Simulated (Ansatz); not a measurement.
Geometry optimisation, UKS PBE0/def2-SVP in Ansatz 0.2.0.

The input (input.yaml):

```yaml
crystal:
  periodic: [false, false, false]
  atoms:
    - { symbol: O, position_ang: [-0.0275, 1.7318, 0.1425] }
    - { symbol: C, position_ang: [0.5819, 0.6437, 0.3883] }
    - { symbol: O, position_ang: [1.691, 0.8767, 1.0296] }
    - { symbol: "N", position_ang: [0.3025, -0.5323, 0.0723] }
    - { symbol: P, position_ang: [-1.2531, -0.817, -0.7916] }
    - { symbol: H, position_ang: [-0.8878, 1.5596, -0.3441] }
    - { symbol: H, position_ang: [2.1703, 0.0168, 1.1976] }
    - { symbol: H, position_ang: [-0.7297, -1.6762, -1.7757] }
    - { symbol: H, position_ang: [-1.7591, -1.8495, 0.0639] }
magnetization:
  spin_polarized: true
basis:
  gaussian: { orbitals: def2-SVP }
hamiltonian:
  xc: pbe0
relax:
  f_tol: 0.02
  max_steps: 50
```

Command:

```bash
$ ansatz run input.yaml --threads 2 --pin off --max-ram 3072MiB --backend cpu --events-out ev --progress --plain --runs-dir out
```

Q: Where does it end, and by what steps?

A: It converged. After 5 steps the energy has fallen by 0.299 eV; P5 moved furthest, 0.06 Å.

```csv
step,energy less start (eV),largest force component (eV/Å),accepted
0,0.0000,2.866,yes
1,-0.2504,1.008,yes
2,-0.2899,0.346,yes
3,-0.2969,0.182,yes
4,-0.2985,0.046,yes
5,-0.2988,0.017,yes
```

```xyz
9
Properties=species:S:1:pos:R:3
O -0.052 1.760 0.142
C 0.600 0.633 0.388
O 1.723 0.898 1.038
N 0.281 -0.569 0.088
P -1.204 -0.800 -0.760
H -0.869 1.529 -0.338
H 2.144 0.038 1.183
H -0.761 -1.688 -1.785
H -1.772 -1.847 0.028
```

Whether the end is a true minimum wasn't checked by a vibrational analysis.

Time of the run: 14 s on 2 threads of AMD EPYC 9R14 (Zen 4), with other jobs on the host, peak memory 0.28 GiB.
